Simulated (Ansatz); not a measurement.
BAs (zinc blende): values from a third-order Birch-Murnaghan fit to a volume scan beside measured ones. Computed values: PBE (plane waves to 420 eV, PAW, scalar-relativistic; Ansatz, a program for electronic structure). BAs was relaxed with its symmetry unable to fall.

```json
[
 {"quantity": "Lattice constant a (Å)", "reference": "4.777", "kind": "measured, room temperature or unstated", "PBE": "4.809", "difference": "+0.7 %"}
]
```

References as given in: M J Lucero, T M Henderson, G E Scuseria, Journal of Physics Condensed Matter (2012), arXiv:1111.4515. Values not taken to low temperature hold thermal and zero-point shifts that a static calculation lacks, so small differences there are no errors of the method.

(A scan under strain: stresses follow from slopes of the energy per volume, elastic moduli from its curvatures.)
